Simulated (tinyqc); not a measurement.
UHF in the sto-6g basis, for H3O+, spin multiplicity 1, step by step (part 1 of 3). Computed by tinyqc, a small Python program that keeps every step (integrals from PySCF). Settings: charge = 1, multiplicity = 1, basis = sto-6g, energy threshold = 1e-08, iteration cap = 84, orthogonalisation = canonical, start = core, DIIS depth = 8, DIIS from iteration = 2, method = UHF, break = 0.7. Command: `OMP_NUM_THREADS=1 python tinyqc.py 25516 25517 out.jsonl` (the two numbers bound the seeds that draw the settings). One thread of a shared host (Intel(R) Xeon(R) Processor @ 2.60GHz), about 0.2 s of CPU time with the checks. Later iterations appear only in the table of the cycle.

## One-electron integrals

Geometry (angstrom):
```
atom,x,y,z
O,0.0000,0.0000,0.2170
H,0.9000,0.0000,0.0000
H,-0.4500,0.7790,0.0000
H,-0.4500,-0.7790,0.0000
```

Basis sto-6g: exponents (1/bohr^2) and contraction coefficients of normalised primitives:
```
element,l (shell),exponent,coefficient
O,s (1),1355.5842,0.0092
O,s (1),248.5449,0.0494
O,s (1),69.5339,0.1685
O,s (1),23.8868,0.3706
O,s (1),9.2759,0.4165
O,s (1),3.8203,0.1303
O,s (2),52.1878,-0.0133
O,s (2),10.3293,-0.0470
O,s (2),3.2103,-0.0338
O,s (2),1.2351,0.2502
O,s (2),0.5364,0.5951
O,s (2),0.2459,0.2407
O,p (3),52.1878,0.0038
O,p (3),10.3293,0.0377
O,p (3),3.2103,0.1739
O,p (3),1.2351,0.4180
O,p (3),0.5364,0.4259
O,p (3),0.2459,0.1017
H,s (1),35.5232,0.0092
H,s (1),6.5131,0.0494
H,s (1),1.8221,0.1685
H,s (1),0.6260,0.3706
H,s (1),0.2431,0.4165
H,s (1),0.1001,0.1303
```

Overlap, kinetic and nuclear-attraction integrals over the contracted functions; the nuclear repulsion is the sum of Za Zb / Rab.

nuclear repulsion = 14.740468 hartree

overlap S:
```
,1O 1s,1O 2s,1O 2px,1O 2py,1O 2pz,2H 1s,3H 1s,4H 1s
1O 1s,1.0000,0.2311,0.0000,0.0000,0.0000,0.0596,0.0596,0.0596
1O 2s,0.2311,1.0000,0.0000,0.0000,0.0000,0.4976,0.4978,0.4978
1O 2px,0.0000,0.0000,1.0000,0.0000,0.0000,0.3922,-0.1962,-0.1962
1O 2py,0.0000,0.0000,0.0000,1.0000,0.0000,0.0000,0.3397,-0.3397
1O 2pz,0.0000,0.0000,0.0000,0.0000,1.0000,-0.0946,-0.0946,-0.0946
2H 1s,0.0596,0.4976,0.3922,0.0000,-0.0946,1.0000,0.2359,0.2359
3H 1s,0.0596,0.4978,-0.1962,0.3397,-0.0946,0.2359,1.0000,0.2362
4H 1s,0.0596,0.4978,-0.1962,-0.3397,-0.0946,0.2359,0.2362,1.0000
```

kinetic energy T (hartree):
```
,1O 1s,1O 2s,1O 2px,1O 2py,1O 2pz,2H 1s,3H 1s,4H 1s
1O 1s,29.3272,-0.8960,0.0000,0.0000,0.0000,-0.0011,-0.0011,-0.0011
1O 2s,-0.8960,0.8426,0.0000,0.0000,0.0000,0.1438,0.1440,0.1440
1O 2px,0.0000,0.0000,2.5313,0.0000,0.0000,0.2980,-0.1492,-0.1492
1O 2py,0.0000,0.0000,0.0000,2.5313,0.0000,0.0000,0.2582,-0.2582
1O 2pz,0.0000,0.0000,0.0000,0.0000,2.5313,-0.0718,-0.0719,-0.0719
2H 1s,-0.0011,0.1438,0.2980,0.0000,-0.0718,0.7685,0.0041,0.0041
3H 1s,-0.0011,0.1440,-0.1492,0.2582,-0.0719,0.0041,0.7685,0.0042
4H 1s,-0.0011,0.1440,-0.1492,-0.2582,-0.0719,0.0041,0.0042,0.7685
```

nuclear attraction V (hartree):
```
,1O 1s,1O 2s,1O 2px,1O 2py,1O 2pz,2H 1s,3H 1s,4H 1s
1O 1s,-62.9735,-6.5477,0.0000,0.0000,0.0124,-1.9293,-1.9309,-1.9309
1O 2s,-6.5477,-10.6876,0.0002,0.0000,0.1357,-4.3025,-4.3051,-4.3051
1O 2px,0.0000,0.0002,-10.7436,0.0000,0.0000,-3.0445,1.5236,1.5236
1O 2py,0.0000,0.0000,0.0000,-10.7436,0.0000,0.0000,-2.6374,2.6374
1O 2pz,0.0124,0.1357,0.0000,0.0000,-10.5745,0.7764,0.7770,0.7770
2H 1s,-1.9293,-4.3025,-3.0445,0.0000,0.7764,-6.3001,-1.6575,-1.6575
3H 1s,-1.9309,-4.3051,1.5236,-2.6374,0.7770,-1.6575,-6.3016,-1.6591
4H 1s,-1.9309,-4.3051,1.5236,2.6374,0.7770,-1.6575,-1.6591,-6.3016
```

core Hamiltonian H = T + V (hartree):
```
,1O 1s,1O 2s,1O 2px,1O 2py,1O 2pz,2H 1s,3H 1s,4H 1s
1O 1s,-33.6463,-7.4438,0.0000,0.0000,0.0124,-1.9304,-1.9320,-1.9320
1O 2s,-7.4438,-9.8450,0.0002,0.0000,0.1357,-4.1587,-4.1611,-4.1611
1O 2px,0.0000,0.0002,-8.2123,0.0000,0.0000,-2.7465,1.3744,1.3744
1O 2py,0.0000,0.0000,0.0000,-8.2123,0.0000,0.0000,-2.3791,2.3791
1O 2pz,0.0124,0.1357,0.0000,0.0000,-8.0432,0.7045,0.7051,0.7051
2H 1s,-1.9304,-4.1587,-2.7465,0.0000,0.7045,-5.5316,-1.6533,-1.6533
3H 1s,-1.9320,-4.1611,1.3744,-2.3791,0.7051,-1.6533,-5.5331,-1.6549
4H 1s,-1.9320,-4.1611,1.3744,2.3791,0.7051,-1.6533,-1.6549,-5.5331
```

## Two-electron integrals

Functions are numbered as in S; the eight-fold symmetry (ij|kl) = (ji|kl) = (kl|ij) leaves the list below.

Two-electron integrals (ij|kl) in chemists' order, unique and non-zero (hartree):
```
i,j,k,l,(ij|kl)
1,1,1,1,4.7875
2,1,1,1,0.6759
2,1,2,1,0.1215
2,2,1,1,1.1174
2,2,2,1,0.2492
2,2,2,2,0.8174
3,1,3,1,0.0258
3,2,3,1,0.0391
3,2,3,2,0.1807
3,3,1,1,1.1174
3,3,2,1,0.2492
3,3,2,2,0.8174
3,3,3,3,0.8807
4,1,4,1,0.0258
4,2,4,1,0.0391
4,2,4,2,0.1807
4,3,4,3,0.0475
4,4,1,1,1.1174
4,4,2,1,0.2492
4,4,2,2,0.8174
4,4,3,3,0.7857
4,4,4,4,0.8807
5,1,5,1,0.0258
5,2,5,1,0.0391
5,2,5,2,0.1807
5,3,5,3,0.0475
5,4,5,4,0.0475
5,5,1,1,1.1174
5,5,2,1,0.2492
5,5,2,2,0.8174
5,5,3,3,0.7857
5,5,4,4,0.7857
5,5,5,5,0.8807
6,1,1,1,0.1861
6,1,2,1,0.0320
6,1,2,2,0.0642
6,1,3,1,0.0015
6,1,3,2,0.0030
6,1,3,3,0.0645
6,1,4,4,0.0641
6,1,5,1,-3.66e-04
6,1,5,2,-0.0007
6,1,5,3,-9.60e-05
6,1,5,5,0.0641
6,1,6,1,0.0086
6,2,1,1,0.4258
6,2,2,1,0.0962
6,2,2,2,0.3459
6,2,3,1,0.0074
6,2,3,2,0.0532
6,2,3,3,0.3561
6,2,4,4,0.3404
6,2,5,1,-0.0018
6,2,5,2,-0.0128
6,2,5,3,-0.0038
6,2,5,5,0.3413
6,2,6,1,0.0255
6,2,6,2,0.1774
6,3,1,1,0.2865
6,3,2,1,0.0657
6,3,2,2,0.2519
6,3,3,1,0.0156
6,3,3,2,0.0981
6,3,3,3,0.2743
6,3,4,4,0.2404
6,3,5,1,-0.0011
6,3,5,2,-0.0090
6,3,5,3,-0.0055
6,3,5,5,0.2411
6,3,6,1,0.0182
6,3,6,2,0.1572
6,3,6,3,0.1640
6,4,4,1,0.0110
6,4,4,2,0.0609
6,4,4,3,0.0111
6,4,5,4,-0.0027
6,4,6,4,0.0260
6,5,1,1,-0.0691
6,5,2,1,-0.0158
6,5,2,2,-0.0607
6,5,3,1,-0.0011
6,5,3,2,-0.0090
6,5,3,3,-0.0608
6,5,4,4,-0.0580
6,5,5,1,0.0113
6,5,5,2,0.0630
6,5,5,3,0.0118
6,5,5,5,-0.0635
6,5,6,1,-0.0044
6,5,6,2,-0.0379
6,5,6,3,-0.0333
6,5,6,5,0.0340
6,6,1,1,0.5471
6,6,2,1,0.1258
6,6,2,2,0.5146
6,6,3,1,0.0134
6,6,3,2,0.1282
6,6,3,3,0.5528
6,6,4,4,0.4938
6,6,5,1,-0.0032
6,6,5,2,-0.0309
6,6,5,3,-0.0142
6,6,5,5,0.4972
6,6,6,1,0.0337
6,6,6,2,0.3242
6,6,6,3,0.3285
6,6,6,5,-0.0792
6,6,6,6,0.7750
7,1,1,1,0.1862
7,1,2,1,0.0321
7,1,2,2,0.0643
7,1,3,1,-0.0008
7,1,3,2,-0.0015
7,1,3,3,0.0642
7,1,4,1,0.0013
7,1,4,2,0.0026
7,1,4,3,-1.73e-04
7,1,4,4,0.0644
7,1,5,1,-3.66e-04
7,1,5,2,-0.0007
7,1,5,3,4.81e-05
7,1,5,4,-8.32e-05
7,1,5,5,0.0642
7,1,6,1,0.0085
7,1,6,2,0.0245
7,1,6,3,0.0163
7,1,6,4,0.0007
7,1,6,5,-0.0042
7,1,6,6,0.0319
7,1,7,1,0.0086
7,2,1,1,0.4260
7,2,2,1,0.0962
7,2,2,2,0.3461
7,2,3,1,-0.0037
7,2,3,2,-0.0266
7,2,3,3,0.3445
7,2,4,1,0.0064
7,2,4,2,0.0461
7,2,4,3,-0.0068
7,2,4,4,0.3523
7,2,5,1,-0.0018
7,2,5,2,-0.0128
7,2,5,3,0.0019
7,2,5,4,-0.0033
7,2,5,5,0.3415
7,2,6,1,0.0245
7,2,6,2,0.1433
7,2,6,3,0.0962
7,2,6,4,0.0155
7,2,6,5,-0.0297
7,2,6,6,0.2149
7,2,7,1,0.0255
7,2,7,2,0.1776
7,3,1,1,-0.1434
7,3,2,1,-0.0329
7,3,2,2,-0.1261
7,3,3,1,0.0122
7,3,3,2,0.0702
7,3,3,3,-0.1329
7,3,4,1,-0.0020
7,3,4,2,-0.0161
7,3,4,3,0.0122
7,3,4,4,-0.1247
7,3,5,1,0.0005
7,3,5,2,0.0045
7,3,5,3,-0.0034
7,3,5,4,0.0012
7,3,5,5,-0.1206
7,3,6,1,-0.0075
7,3,6,2,-0.0347
7,3,6,3,-0.0034
7,3,6,4,-0.0030
7,3,6,5,0.0070
7,3,6,6,-0.0356
7,3,7,1,-0.0091
7,3,7,2,-0.0787
7,3,7,3,0.0606
7,4,1,1,0.2482
7,4,2,1,0.0569
7,4,2,2,0.2182
7,4,3,1,-0.0020
7,4,3,2,-0.0161
7,4,3,3,0.2108
7,4,4,1,0.0144
7,4,4,2,0.0889
7,4,4,3,-0.0100
7,4,4,4,0.2351
7,4,5,1,-0.0009
7,4,5,2,-0.0078
7,4,5,3,0.0012
7,4,5,4,-0.0048
7,4,5,5,0.2088
7,4,6,1,0.0145
7,4,6,2,0.0911
7,4,6,3,0.0604
7,4,6,4,0.0298
7,4,6,5,-0.0185
7,4,6,6,0.1374
7,4,7,1,0.0158
7,4,7,2,0.1362
7,4,7,3,-0.0598
7,4,7,4,0.1296
7,5,1,1,-0.0691
7,5,2,1,-0.0158
7,5,2,2,-0.0608
7,5,3,1,0.0005
7,5,3,2,0.0045
7,5,3,3,-0.0587
7,5,4,1,-0.0009
7,5,4,2,-0.0078
7,5,4,3,0.0012
7,5,4,4,-0.0601
7,5,5,1,0.0113
7,5,5,2,0.0631
7,5,5,3,-0.0059
7,5,5,4,0.0102
7,5,5,5,-0.0635
7,5,6,1,-0.0042
7,5,6,2,-0.0297
7,5,6,3,-0.0195
7,5,6,4,-0.0032
7,5,6,5,0.0264
7,5,6,6,-0.0488
7,5,7,1,-0.0044
7,5,7,2,-0.0379
7,5,7,3,0.0167
7,5,7,4,-0.0288
7,5,7,5,0.0341
7,6,1,1,0.1579
7,6,2,1,0.0359
7,6,2,2,0.1380
7,6,3,1,0.0011
7,6,3,2,0.0094
7,6,3,3,0.1386
7,6,4,1,0.0020
7,6,4,2,0.0162
7,6,4,3,4.71e-04
7,6,4,4,0.1391
7,6,5,1,-0.0011
7,6,5,2,-0.0090
7,6,5,3,-0.0010
7,6,5,4,-0.0017
7,6,5,5,0.1362
7,6,6,1,0.0094
7,6,6,2,0.0682
7,6,6,3,0.0560
7,6,6,4,0.0069
7,6,6,5,-0.0164
7,6,6,6,0.1242
7,6,7,1,0.0094
7,6,7,2,0.0682
7,6,7,3,-0.0221
7,6,7,4,0.0520
7,6,7,5,-0.0164
7,6,7,6,0.0311
7,7,1,1,0.5473
7,7,2,1,0.1259
7,7,2,2,0.5147
7,7,3,1,-0.0067
7,7,3,2,-0.0642
7,7,3,3,0.5087
7,7,4,1,0.0116
7,7,4,2,0.1111
7,7,4,3,-0.0256
7,7,4,4,0.5382
7,7,5,1,-0.0032
7,7,5,2,-0.0309
7,7,5,3,0.0071
7,7,5,4,-0.0123
7,7,5,5,0.4973
7,7,6,1,0.0319
7,7,6,2,0.2149
7,7,6,3,0.1368
7,7,6,4,0.0379
7,7,6,5,-0.0488
7,7,6,6,0.3340
7,7,7,1,0.0337
7,7,7,2,0.3244
7,7,7,3,-0.1644
7,7,7,4,0.2846
7,7,7,5,-0.0793
7,7,7,6,0.1242
7,7,7,7,0.7750
8,1,1,1,0.1862
8,1,2,1,0.0321
8,1,2,2,0.0643
8,1,3,1,-0.0008
8,1,3,2,-0.0015
8,1,3,3,0.0642
8,1,4,1,-0.0013
8,1,4,2,-0.0026
8,1,4,3,1.73e-04
8,1,4,4,0.0644
8,1,5,1,-3.66e-04
8,1,5,2,-0.0007
8,1,5,3,4.81e-05
8,1,5,4,8.32e-05
8,1,5,5,0.0642
8,1,6,1,0.0085
8,1,6,2,0.0245
8,1,6,3,0.0163
8,1,6,4,-0.0007
8,1,6,5,-0.0042
8,1,6,6,0.0319
8,1,7,1,0.0085
8,1,7,2,0.0245
8,1,7,3,-0.0088
8,1,7,4,0.0138
8,1,7,5,-0.0042
8,1,7,6,0.0091
8,1,7,7,0.0319
8,1,8,1,0.0086
8,2,1,1,0.4260
8,2,2,1,0.0962
8,2,2,2,0.3461
8,2,3,1,-0.0037
8,2,3,2,-0.0266
8,2,3,3,0.3445
8,2,4,1,-0.0064
8,2,4,2,-0.0461
8,2,4,3,0.0068
8,2,4,4,0.3523
8,2,5,1,-0.0018
8,2,5,2,-0.0128
8,2,5,3,0.0019
8,2,5,4,0.0033
8,2,5,5,0.3415
8,2,6,1,0.0245
8,2,6,2,0.1433
8,2,6,3,0.0962
8,2,6,4,-0.0155
8,2,6,5,-0.0297
8,2,6,6,0.2149
8,2,7,1,0.0245
8,2,7,2,0.1434
8,2,7,3,-0.0616
8,2,7,4,0.0756
8,2,7,5,-0.0297
8,2,7,6,0.0564
8,2,7,7,0.2150
8,2,8,1,0.0255
8,2,8,2,0.1776
8,3,1,1,-0.1434
8,3,2,1,-0.0329
8,3,2,2,-0.1261
8,3,3,1,0.0122
8,3,3,2,0.0702
8,3,3,3,-0.1329
8,3,4,1,0.0020
8,3,4,2,0.0161
8,3,4,3,-0.0122
8,3,4,4,-0.1247
8,3,5,1,0.0005
8,3,5,2,0.0045
8,3,5,3,-0.0034
8,3,5,4,-0.0012
8,3,5,5,-0.1206
8,3,6,1,-0.0075
8,3,6,2,-0.0347
8,3,6,3,-0.0034
8,3,6,4,0.0030
8,3,6,5,0.0070
8,3,6,6,-0.0356
8,3,7,1,-0.0088
8,3,7,2,-0.0616
8,3,7,3,0.0464
8,3,7,4,-0.0317
8,3,7,5,0.0126
8,3,7,6,-0.0179
8,3,7,7,-0.1013
8,3,8,1,-0.0091
8,3,8,2,-0.0787
8,3,8,3,0.0606
8,4,1,1,-0.2482
8,4,2,1,-0.0569
8,4,2,2,-0.2182
8,4,3,1,0.0020
8,4,3,2,0.0161
8,4,3,3,-0.2108
8,4,4,1,0.0144
8,4,4,2,0.0889
8,4,4,3,-0.0100
8,4,4,4,-0.2351
8,4,5,1,0.0009
8,4,5,2,0.0078
8,4,5,3,-0.0012
8,4,5,4,-0.0048
8,4,5,5,-0.2088
8,4,6,1,-0.0145
8,4,6,2,-0.0911
8,4,6,3,-0.0604
8,4,6,4,0.0298
8,4,6,5,0.0185
8,4,6,6,-0.1374
8,4,7,1,-0.0138
8,4,7,2,-0.0756
8,4,7,3,0.0317
8,4,7,4,-0.0199
8,4,7,5,0.0153
8,4,7,6,-0.0309
8,4,7,7,-0.0995
8,4,8,1,-0.0158
8,4,8,2,-0.1362
8,4,8,3,0.0598
8,4,8,4,0.1296
8,5,1,1,-0.0691
8,5,2,1,-0.0158
8,5,2,2,-0.0608
8,5,3,1,0.0005
8,5,3,2,0.0045
8,5,3,3,-0.0587
8,5,4,1,0.0009
8,5,4,2,0.0078
8,5,4,3,-0.0012
8,5,4,4,-0.0601
8,5,5,1,0.0113
8,5,5,2,0.0631
8,5,5,3,-0.0059
8,5,5,4,-0.0102
8,5,5,5,-0.0635
8,5,6,1,-0.0042
8,5,6,2,-0.0297
8,5,6,3,-0.0195
8,5,6,4,0.0032
8,5,6,5,0.0264
8,5,6,6,-0.0488
8,5,7,1,-0.0042
8,5,7,2,-0.0297
8,5,7,3,0.0126
8,5,7,4,-0.0153
8,5,7,5,0.0264
8,5,7,6,-0.0131
8,5,7,7,-0.0489
8,5,8,1,-0.0044
8,5,8,2,-0.0379
8,5,8,3,0.0167
8,5,8,4,0.0288
8,5,8,5,0.0341
8,6,1,1,0.1579
8,6,2,1,0.0359
8,6,2,2,0.1380
8,6,3,1,0.0011
8,6,3,2,0.0094
8,6,3,3,0.1386
8,6,4,1,-0.0020
8,6,4,2,-0.0162
8,6,4,3,-4.71e-04
8,6,4,4,0.1391
8,6,5,1,-0.0011
8,6,5,2,-0.0090
8,6,5,3,-0.0010
8,6,5,4,0.0017
8,6,5,5,0.1362
8,6,6,1,0.0094
8,6,6,2,0.0682
8,6,6,3,0.0560
8,6,6,4,-0.0069
8,6,6,5,-0.0164
8,6,6,6,0.1242
8,6,7,1,0.0091
8,6,7,2,0.0564
8,6,7,3,-0.0179
8,6,7,4,0.0309
8,6,7,5,-0.0131
8,6,7,6,0.0261
8,6,7,7,0.0857
8,6,8,1,0.0094
8,6,8,2,0.0682
8,6,8,3,-0.0221
8,6,8,4,-0.0520
8,6,8,5,-0.0164
8,6,8,6,0.0311
8,7,1,1,0.1580
8,7,2,1,0.0360
8,7,2,2,0.1381
8,7,3,1,-0.0023
8,7,3,2,-0.0187
8,7,3,3,0.1395
8,7,4,4,0.1384
8,7,5,1,-0.0011
8,7,5,2,-0.0090
8,7,5,3,0.0020
8,7,5,5,0.1363
8,7,6,1,0.0091
8,7,6,2,0.0564
8,7,6,3,0.0357
8,7,6,5,-0.0131
8,7,6,6,0.0858
8,7,7,1,0.0094
8,7,7,2,0.0683
8,7,7,3,-0.0340
8,7,7,4,0.0451
8,7,7,5,-0.0164
8,7,7,6,0.0261
8,7,7,7,0.1244
8,7,8,1,0.0094
8,7,8,2,0.0683
8,7,8,3,-0.0340
8,7,8,4,-0.0451
8,7,8,5,-0.0164
8,7,8,6,0.0261
8,7,8,7,0.0312
8,8,1,1,0.5473
8,8,2,1,0.1259
8,8,2,2,0.5147
8,8,3,1,-0.0067
8,8,3,2,-0.0642
8,8,3,3,0.5087
8,8,4,1,-0.0116
8,8,4,2,-0.1111
8,8,4,3,0.0256
8,8,4,4,0.5382
8,8,5,1,-0.0032
8,8,5,2,-0.0309
8,8,5,3,0.0071
8,8,5,4,0.0123
8,8,5,5,0.4973
8,8,6,1,0.0319
8,8,6,2,0.2149
8,8,6,3,0.1368
8,8,6,4,-0.0379
8,8,6,5,-0.0488
8,8,6,6,0.3340
8,8,7,1,0.0319
8,8,7,2,0.2150
8,8,7,3,-0.1013
8,8,7,4,0.0995
8,8,7,5,-0.0489
8,8,7,6,0.0857
8,8,7,7,0.3341
8,8,8,1,0.0337
8,8,8,2,0.3244
8,8,8,3,-0.1644
8,8,8,4,-0.2846
8,8,8,5,-0.0793
8,8,8,6,0.1242
8,8,8,7,0.1244
8,8,8,8,0.7750
```

## Orthogonalisation

S = U s U^T; canonical form X = U s^(-1/2), so that X^T S X = 1. Each column of U has its largest component positive (the first on a tie).

eigenvalues of S: 0.3066  0.3873  0.3874  0.9468  1.0328  1.3766  1.3767  2.1859

X:
```
,1,2,3,4,5,6,7,8
1O 1s,-0.3142,0.0000,0.0006,0.7818,0.5881,0.0000,0.0001,0.1243
1O 2s,1.4125,0.0000,-0.0019,-0.0887,0.1513,0.0000,0.0002,0.4043
1O 2px,-0.0018,0.0000,-0.9914,0.0000,0.0000,0.0000,0.6706,-0.0001
1O 2py,0.0000,0.9914,0.0000,0.0000,0.0000,0.6708,0.0000,0.0000
1O 2pz,-0.2485,0.0000,0.0003,-0.6288,0.7592,0.0000,0.0000,-0.0722
2H 1s,-0.6055,0.0000,1.0331,-0.1179,-0.0878,0.0000,0.4295,0.3017
3H 1s,-0.6082,-0.8942,-0.5153,-0.1178,-0.0877,0.3718,-0.2146,0.3019
4H 1s,-0.6082,0.8942,-0.5153,-0.1178,-0.0877,-0.3718,-0.2146,0.3019
```

## Starting guess

The start is the orbitals of the core Hamiltonian, with HOMO and LUMO mixed by +/-0.7 rad for the two spins; D(s) = C_occ C_occ^T for each spin.

D(alpha) at the start:
```
,1O 1s,1O 2s,1O 2px,1O 2py,1O 2pz,2H 1s,3H 1s,4H 1s
1O 1s,1.0670,-0.3237,0.0000,0.0101,0.0361,0.0456,0.0232,0.0680
1O 2s,-0.3237,1.5469,-0.0002,-0.0459,-0.1968,-0.2081,-0.1069,-0.3096
1O 2px,0.0000,-0.0002,1.2494,0.0000,0.0001,-0.2678,0.1340,0.1340
1O 2py,0.0101,-0.0459,0.0000,1.3256,-0.2062,-0.0014,-0.4016,0.3988
1O 2pz,0.0361,-0.1968,0.0001,-0.2062,0.6263,0.0479,0.5033,-0.4074
2H 1s,0.0456,-0.2081,-0.2678,-0.0014,0.0479,0.0862,0.0031,-0.0030
3H 1s,0.0232,-0.1069,0.1340,-0.4016,0.5033,0.0031,0.4637,-0.3713
4H 1s,0.0680,-0.3096,0.1340,0.3988,-0.4074,-0.0030,-0.3713,0.4515
```

D(beta) at the start:
```
,1O 1s,1O 2s,1O 2px,1O 2py,1O 2pz,2H 1s,3H 1s,4H 1s
1O 1s,1.0670,-0.3237,0.0000,-0.0101,0.0361,0.0456,0.0680,0.0232
1O 2s,-0.3237,1.5469,-0.0002,0.0459,-0.1968,-0.2081,-0.3096,-0.1069
1O 2px,0.0000,-0.0002,1.2494,0.0000,0.0001,-0.2678,0.1340,0.1340
1O 2py,-0.0101,0.0459,0.0000,1.3256,0.2062,0.0014,-0.3988,0.4016
1O 2pz,0.0361,-0.1968,0.0001,0.2062,0.6263,0.0479,-0.4074,0.5033
2H 1s,0.0456,-0.2081,-0.2678,0.0014,0.0479,0.0862,-0.0030,0.0031
3H 1s,0.0680,-0.3096,0.1340,-0.3988,-0.4074,-0.0030,0.4515,-0.3713
4H 1s,0.0232,-0.1069,0.1340,0.4016,0.5033,0.0031,-0.3713,0.4637
```

## Iteration 1: building the Fock matrix

J_ij = sum D_kl (ij|kl) with D = D(alpha) + D(beta), K_ij = sum D_kl (ik|jl) for each spin; F = H + J - K(s); E = tr D H + tr D J / 2 - 0.5 sum_s tr D(s) K(s) + E_nn.

Coulomb J (hartree):
```
,1O 1s,1O 2s,1O 2px,1O 2py,1O 2pz,2H 1s,3H 1s,4H 1s
1O 1s,18.5563,3.3307,-0.0039,0.0000,-0.0164,0.8830,0.8843,0.8843
1O 2s,3.3307,8.6817,-0.0457,0.0000,-0.0778,3.5604,3.6081,3.6081
1O 2px,-0.0039,-0.0457,8.6973,0.0000,0.0060,2.5230,-1.3139,-1.3139
1O 2py,0.0000,0.0000,0.0000,8.7244,0.0000,0.0000,2.2477,-2.2477
1O 2pz,-0.0164,-0.0778,0.0060,0.0000,8.6233,-0.6337,-0.6475,-0.6475
2H 1s,0.8830,3.5604,2.5230,0.0000,-0.6337,5.0770,1.4064,1.4064
3H 1s,0.8843,3.6081,-1.3139,2.2477,-0.6475,1.4064,5.2819,1.4237
4H 1s,0.8843,3.6081,-1.3139,-2.2477,-0.6475,1.4064,1.4237,5.2819
```

exchange K(alpha) (hartree):
```
,1O 1s,1O 2s,1O 2px,1O 2py,1O 2pz,2H 1s,3H 1s,4H 1s
1O 1s,4.9507,0.7889,0.0005,-0.0017,-0.0038,0.2229,0.2220,0.2228
1O 2s,0.7889,1.3561,-0.0049,-0.0017,-0.0863,0.4932,0.5284,0.4903
1O 2px,0.0005,-0.0049,1.1751,-0.0045,0.0022,0.2659,-0.1509,-0.1470
1O 2py,-0.0017,-0.0017,-0.0045,1.1890,0.0244,-0.0022,0.2674,-0.2652
1O 2pz,-0.0038,-0.0863,0.0022,0.0244,0.8500,-0.0767,0.0367,-0.2030
2H 1s,0.2229,0.4932,0.2659,-0.0022,-0.0767,0.2637,0.1603,0.1607
3H 1s,0.2220,0.5284,-0.1509,0.2674,0.0367,0.1603,0.3966,0.1274
4H 1s,0.2228,0.4903,-0.1470,-0.2652,-0.2030,0.1607,0.1274,0.4018
```

exchange K(beta) (hartree):
```
,1O 1s,1O 2s,1O 2px,1O 2py,1O 2pz,2H 1s,3H 1s,4H 1s
1O 1s,4.9507,0.7889,0.0005,0.0017,-0.0038,0.2229,0.2228,0.2220
1O 2s,0.7889,1.3561,-0.0049,0.0017,-0.0863,0.4932,0.4903,0.5284
1O 2px,0.0005,-0.0049,1.1751,0.0045,0.0022,0.2659,-0.1470,-0.1509
1O 2py,0.0017,0.0017,0.0045,1.1890,-0.0244,0.0022,0.2652,-0.2674
1O 2pz,-0.0038,-0.0863,0.0022,-0.0244,0.8500,-0.0767,-0.2030,0.0367
2H 1s,0.2229,0.4932,0.2659,0.0022,-0.0767,0.2637,0.1607,0.1603
3H 1s,0.2228,0.4903,-0.1470,0.2652,-0.2030,0.1607,0.4018,0.1274
4H 1s,0.2220,0.5284,-0.1509,-0.2674,0.0367,0.1603,0.1274,0.3966
```

F(alpha) (hartree):
```
,1O 1s,1O 2s,1O 2px,1O 2py,1O 2pz,2H 1s,3H 1s,4H 1s
1O 1s,-20.0407,-4.9020,-0.0043,0.0017,-0.0002,-1.2704,-1.2698,-1.2706
1O 2s,-4.9020,-2.5195,-0.0406,0.0017,0.1442,-1.0915,-1.0814,-1.0433
1O 2px,-0.0043,-0.0406,-0.6900,0.0045,0.0037,-0.4895,0.2113,0.2075
1O 2py,0.0017,0.0017,0.0045,-0.6769,-0.0244,0.0022,-0.3989,0.3967
1O 2pz,-0.0002,0.1442,0.0037,-0.0244,-0.2699,0.1476,0.0209,0.2605
2H 1s,-1.2704,-1.0915,-0.4895,0.0022,0.1476,-0.7183,-0.4072,-0.4077
3H 1s,-1.2698,-1.0814,0.2113,-0.3989,0.0209,-0.4072,-0.6478,-0.3586
4H 1s,-1.2706,-1.0433,0.2075,0.3967,0.2605,-0.4077,-0.3586,-0.6531
```

F(beta) (hartree):
```
,1O 1s,1O 2s,1O 2px,1O 2py,1O 2pz,2H 1s,3H 1s,4H 1s
1O 1s,-20.0407,-4.9020,-0.0043,-0.0017,-0.0002,-1.2704,-1.2706,-1.2698
1O 2s,-4.9020,-2.5195,-0.0406,-0.0017,0.1442,-1.0915,-1.0433,-1.0814
1O 2px,-0.0043,-0.0406,-0.6900,-0.0045,0.0037,-0.4895,0.2075,0.2113
1O 2py,-0.0017,-0.0017,-0.0045,-0.6769,0.0244,-0.0022,-0.3967,0.3989
1O 2pz,-0.0002,0.1442,0.0037,0.0244,-0.2699,0.1476,0.2605,0.0209
2H 1s,-1.2704,-1.0915,-0.4895,-0.0022,0.1476,-0.7183,-0.4077,-0.4072
3H 1s,-1.2706,-1.0433,0.2075,-0.3967,0.2605,-0.4077,-0.6531,-0.3586
4H 1s,-1.2698,-1.0814,0.2113,0.3989,0.0209,-0.4072,-0.3586,-0.6478
```

total energy of this density = -73.884581 hartree
